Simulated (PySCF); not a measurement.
A side-by-side comparison of computed properties.

First species: C₄H₆FN.
InChI=1S/C4H6FN/c5-3-1-4(6)2-3/h3,6H,1-2H2

Second species: C4H6FN.
SMILES: `FCC[C@@H]1C=N1`

Levels: wB97X-D/def2-SVPD for dipole moment, HOMO energy, LUMO energy, HOMO–LUMO gap, static isotropic polarisability and electronic spatial extent ⟨r²⟩ about the centre of nuclear charge; TDDFT wB97X-D/def2-SVPD for lowest singlet excitation; TDA wB97X-D/def2-SVPD for lowest triplet excitation (Tamm–Dancoff); GFN2-xTB for rotational constant A and rotational constant C. Geometries: GFN2-xTB. Each structure is a single optimised conformer of the isolated species, non-relativistic unless stated. Electronic properties by PySCF.

Dipoles, sizes and rotational constants follow the conformer. The torsions of the flexible species, by atom-mapped SMILES:
- `[F:1][CH2:2][CH2:3][C@@H:4]1[CH:5]=[N:6]1`: F1–C2–C3–C4 -66°, C2–C3–C4–C5 27°

Values for the first species:

```
Dipole moment                                                     : 1.75 D
HOMO energy                                                       : -9.35 eV
LUMO energy                                                       : 1.37 eV
HOMO–LUMO gap                                                     : 10.72 eV
Lowest singlet excitation                                         : 5.14 eV
Lowest triplet excitation (Tamm–Dancoff)                          : 4.48 eV
Static isotropic polarisability                                   : 53.5 au
Electronic spatial extent ⟨r²⟩ about the centre of nuclear charge : 563 bohr²
Rotational constant A                                             : 9.819 GHz
Rotational constant C                                             : 2.140 GHz
```

(1) Estimate the same properties for the second species, and the change in each.

Results:

(1) 
```
                                                         property      first     second  second less first
                                                    dipole moment     1.75 D     1.77 D            +0.02 D
                                                      HOMO energy   -9.35 eV   -9.56 eV           -0.21 eV
                                                      LUMO energy    1.37 eV    1.32 eV           -0.05 eV
                                                    HOMO–LUMO gap   10.72 eV   10.88 eV           +0.16 eV
                                        lowest singlet excitation    5.14 eV    5.08 eV           -0.06 eV
                         lowest triplet excitation (Tamm–Dancoff)    4.48 eV    4.42 eV           -0.06 eV
                                  static isotropic polarisability    53.5 au    51.0 au            -2.5 au
electronic spatial extent ⟨r²⟩ about the centre of nuclear charge  563 bohr²  521 bohr²          -42 bohr²
                                            rotational constant A  9.819 GHz  6.383 GHz         -3.436 GHz
                                            rotational constant C  2.140 GHz  2.511 GHz         +0.371 GHz
```

On the first: The vertical singlet–triplet gap S1 − T1 is 0.66 eV (TDDFT singlet less Tamm–Dancoff triplet; S1: HOMO→LUMO, weight 0.96; T1: HOMO→LUMO, weight 0.93). No computed singlet falls in the visible range (750 to 380 nm, 1.65 to 3.26 eV); S1 lies 1.88 eV above its blue end.

On the second: No computed singlet falls in the visible range (750 to 380 nm, 1.65 to 3.26 eV); S1 lies 1.82 eV above its blue end. S1 lies 5.80 eV below the HOMO–LUMO gap; its leading configuration is HOMO→LUMO, weight 0.98.
